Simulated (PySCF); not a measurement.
# How good is the calculation?

Atoms are numbered as in `[N:1]#[C:2][C:3]([F:4])([F:5])[F:6]`.

Published values to compare with: σ 19F F4/F5/F6 251.7 ppm (measured; gas, 300 K; M. E. Harding, PhD thesis, Mainz 2008 (Harding, Lenhart, Auer, Gauss, JCP 2008, 128, 244111)).
σ 19F F4/F5/F6 253.7 ppm (CCSD(T)/13s9p4d3f + vibration and temperature (MP2); gas, 300 K; M. E. Harding, PhD thesis, Mainz 2008 (Harding, Lenhart, Auer, Gauss, JCP 2008, 128, 244111)).

[PySCF: NMR shieldings at PBE0/pcSseg-1/GIAO; coordinates at the GFN2-xTB level; no solvent; one averaged value for each set of equivalent atoms; single conformer; relativity neglected]

Task: How close does the calculation come?

Result: 
Reference values: measured (gas, 300 K; M. E. Harding, PhD thesis, Mainz 2008 (Harding, Lenhart, Auer, Gauss, JCP 2008, 128, 244111)).
```
   atoms  quantity  reference  computed
F4/F5/F6     σ 19F      251.7     236.0
```

Reference values: CCSD(T)/13s9p4d3f + vibration and temperature (MP2) (gas, 300 K; M. E. Harding, PhD thesis, Mainz 2008 (Harding, Lenhart, Auer, Gauss, JCP 2008, 128, 244111)).
```
   atoms  quantity  reference  computed
F4/F5/F6     σ 19F      253.7     236.0
```

Absolute shieldings are compared as such; zero-point and thermal motion, absent here, lowers them by some tenths of a ppm for H, a few ppm for C and up to about 10 ppm for F.

Task: How far are the unscaled 19F shieldings from the references?

Result: Mean signed difference -16.70 ppm, mean absolute 16.70 ppm over 2 comparisons; the largest is -17.7 ppm at F4/F5/F6 (fluorine of a CF3 group).

2 of the 5 published NMR values on file for this molecule are compared. The rest: values from further sources, other calculations.
